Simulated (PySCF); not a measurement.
## Functional benchmark on one molecule

Molecule: SMILES C(C)C(F)(F)F, C$_{3}$H$_{5}$F$_{3}$.

Molfile (atoms numbered from 1):
```
C3H5F3
     RDKit          3D

 11 10  0  0  0  0  0  0  0  0999 V2000
   -1.2447    0.1924    0.5327 C   0  0  0  0  0  0  0  0  0  0  0  0
   -0.0626   -0.5953   -0.0030 C   0  0  0  0  0  0  0  0  0  0  0  0
    1.2033    0.2162   -0.0753 C   0  0  0  0  0  0  0  0  0  0  0  0
    1.0591    1.2928   -0.8579 F   0  0  0  0  0  0  0  0  0  0  0  0
    2.2163   -0.5032   -0.5693 F   0  0  0  0  0  0  0  0  0  0  0  0
    1.5776    0.6553    1.1329 F   0  0  0  0  0  0  0  0  0  0  0  0
   -1.0370    0.5779    1.5414 H   0  0  0  0  0  0  0  0  0  0  0  0
   -1.4749    1.0488   -0.1174 H   0  0  0  0  0  0  0  0  0  0  0  0
   -2.1389   -0.4435    0.5897 H   0  0  0  0  0  0  0  0  0  0  0  0
    0.1588   -1.4686    0.6294 H   0  0  0  0  0  0  0  0  0  0  0  0
   -0.2571   -0.9727   -1.0183 H   0  0  0  0  0  0  0  0  0  0  0  0
  1  2  1  0
  2  3  1  0
  3  4  1  0
  3  5  1  0
  3  6  1  0
  1  7  1  0
  1  8  1  0
  1  9  1  0
  2 10  1  0
  2 11  1  0
M  END
```

Geometry PBE0-D3(BJ)/def2-SVP throughout; GIAO in PySCF 2.14.0 with density-fitted response routines, gas phase, one conformer, non-relativistic; equivalent atoms averaged; basis pcSseg-2.

Reference values (measured; Wikipedia, Fluorine-19 nuclear magnetic resonance spectroscopy): δ(F4/F5/F6) = -70.0 ppm vs CFCl3. Computed shifts are taken against CFCl3, calculated as an isolated molecule at each level.

Question: How do the functionals HF, LDA, PBE, BLYP, BP86, OPBE, KT2, KT3, B97-D, B3LYP, PBE0, mPW1PW91, WP04, B97-2, BHandHLYP, CAM-B3LYP, wB97X-D, LC-wPBE perform against the reference? Times are CPU seconds on shared hosts with different chips, so compare them loosely; the GGAs took longer than the global hybrids here, which isn't the general rule, and the cause wasn't traced.

Answer: 
```tsv
functional	kind	F4/F5/F6	abs. error F	core-s
HF	Hartree–Fock	-53.7	16.3	20
LDA	LDA	-98.3	28.3	44
PBE	GGA	-98.8	28.8	52
BLYP	GGA	-98.4	28.4	54
BP86	GGA	-98.8	28.8	58
OPBE	GGA	-95.8	25.8	51
KT2	GGA	-106.6	36.6	49
KT3	GGA	-101.8	31.8	55
B97-D	GGA	-96.1	26.1	48
B3LYP	global hybrid	-84.9	14.9	38
PBE0	global hybrid	-82.5	12.5	39
mPW1PW91	global hybrid	-81.9	11.9	47
WP04	global hybrid	-80.3	10.3	26
B97-2	global hybrid	-83.2	13.2	26
BHandHLYP	global hybrid	-70.0	0.0	26
CAM-B3LYP	range-separated hybrid	-72.5	2.5	35
wB97X-D	range-separated hybrid	-75.3	5.3	40
LC-wPBE	range-separated hybrid	-59.5	10.5	43
```

For ¹⁹F the closest is BHandHLYP (0.0 ppm) and the furthest KT2 (36.6 ppm). One molecule is a small sample, and vibrational and solvent effects are absent from the calculation.
